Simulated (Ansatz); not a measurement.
# BF3 (singlet): from Hartree-Fock to the top rungs, cc-pVQZ

The task here is to estimate one member of a computed series from the others.

Computed with Ansatz 0.2.0, Gaussian basis. Level: cc-pVQZ, core rule «outside noble gas», up to 4 orbitals frozen.

The runs, in order: UHF; CCSD(T) on RHF; BCCD(T) on RHF.

25 further runs of the same task are left out: 7 for a known fault of the program, 1 that didn't finish, 17 set aside as unsound or not needed.

## The geometry

The geometry is an MP2(full)/6-31G* stationary point (not a proven minimum).

4 atoms, charge 0, spin multiplicity 1.

Atoms are counted from 1 here; the program's logs count them from 0.

Bond lengths: B1–F2 1.322 Å, B1–F3 1.322 Å, B1–F4 1.322 Å. Angles: F2–B1–F3 120.0°, F2–B1–F4 120.0°, F3–B1–F4 120.0°.

The first run:

Input file in.yaml:

```yaml
crystal:
  periodic: [false, false, false]
  atoms:
    - {symbol: B, position_ang: [0.000000, 0.000000, 0.000000]}
    - {symbol: F, position_ang: [0.000000, 1.321760, 0.000000]}
    - {symbol: F, position_ang: [1.144678, -0.660880, 0.000000]}
    - {symbol: F, position_ang: [-1.144678, -0.660880, 0.000000]}
basis:
  gaussian: {orbitals: cc-pVQZ}
magnetization: {spin_polarized: true, initial_magnetization: 0}
hamiltonian: {xc: hf}
output: {orbitals: {seedname: orbitals}}
```

On the command line:

```console
$ ansatz run in.yaml --threads 1 --pin off --events-out ev --progress --plain --max-ram 3793MiB --backend cpu
```

Steps of the session up to this table: UHF; CCSD(T) on RHF; BCCD(T) on RHF.

One table of the session follows, with a row left open; its other results are not shown here.

```
  method  from RCCSD(T) (kcal/mol)
     RHF                   +591.12
    RMP2                         ?
   RCCSD                    +17.97
RCCSD(T)                         0
 BCCD(T)                     -0.18
```

**Question.** Estimate the row for RMP2.

As computed: from RCCSD(T) (kcal/mol): +14.74. In the column «from RCCSD(T) (kcal/mol)» it lies between RCCSD(T) (0) and RCCSD (+17.97).

With the free atoms at the same levels and basis (separate runs), the atomisation energy is 20.175 eV at RCCSD(T), 15.694 eV at RHF.
